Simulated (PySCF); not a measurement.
First SCF of a structure search on singlet SiCl₂, at a hand-made linear geometry. PySCF input:

```python
from pyscf import gto, scf, dft
mol = gto.M(atom='''
Si     0.000000     0.000000     0.000000
Cl     0.000000     0.000000     2.150000
Cl     0.000000     0.000000    -2.150000''',
    basis={'Si': 'def2-TZVP', 'Cl': 'def2-TZVP'},
    charge=0, spin=0)
mf = dft.RKS(mol, xc='PBE0')
mf.grids.atom_grid = (50, 194)
aux = {'Si': 'def2-universal-JKFIT', 'Cl': 'def2-universal-JKFIT'}
mf = mf.density_fit(auxbasis=aux)
mf.conv_tol = 1e-08
mf.diis_space = 10
mf.max_cycle = 60
mf.init_guess = 'minao'
mf.verbose = 4
mf.kernel()
```

Excerpt of the output (cycles and frontier levels):

```
init E= -1209.58660387608
  HOMO = -0.22554287125277  LUMO = -0.111686092289109  gap/eV = 3.09820
cycle= 1 E= -1209.43451909223  delta_E= 0.152  |g|= 0.444  |ddm|= 2.07
  HOMO = -0.236521495890525  LUMO = -0.153683557965367  gap/eV = 2.25414
cycle= 2 E= -1209.24662060466  delta_E= 0.188  |g|= 0.928  |ddm|= 1.35
  HOMO = -0.241080078675935  LUMO = -0.116932716184373  gap/eV = 3.37822
cycle= 3 E= -1209.50210454275  delta_E= -0.255  |g|= 0.0386  |ddm|= 0.782
  HOMO = -0.248983300919917  LUMO = -0.121862278991057  gap/eV = 3.45914
cycle= 4 E= -1209.50230621073  delta_E= -0.000202  |g|= 0.02  |ddm|= 0.0779
  HOMO = -0.246664100973199  LUMO = -0.119159470632068  gap/eV = 3.46958
cycle= 5 E= -1209.50242310497  delta_E= -0.000117  |g|= 0.00153  |ddm|= 0.0182
  HOMO = -0.246567152721994  LUMO = -0.118881532687786  gap/eV = 3.47450
cycle= 6 E= -1209.50242350216  delta_E= -3.97e-07  |g|= 0.000405  |ddm|= 0.00162
  HOMO = -0.246565805191477  LUMO = -0.118894201572679  gap/eV = 3.47412
cycle= 7 E= -1209.50242354834  delta_E= -4.62e-08  |g|= 7.91e-05  |ddm|= 0.000446
  HOMO = -0.246577087770305  LUMO = -0.118908327022976  gap/eV = 3.47404
cycle= 8 E= -1209.50242355013  delta_E= -1.79e-09  |g|= 1.68e-05  |ddm|= 0.000158
  HOMO = -0.246576119347196  LUMO = -0.118909994807747  gap/eV = 3.47397
Extra cycle  E= -1209.50242355001  delta_E= 1.17e-10  |g|= 2.6e-05  |ddm|= 4.19e-05
converged SCF energy = -1209.50242355001
```

No lower solution of this spin was found from smeared starts or by a stability analysis within the restricted form, which does not test spin polarisation.

The search for the lowest solution, 3 starts and the stability check together, took 9.4 s on 2 threads of a shared Arm Neoverse V1 host, with 111 basis functions; the process peaked at 0.41 GiB. Launch command: `OMP_NUM_THREADS=2 python axn.py task.json out`.
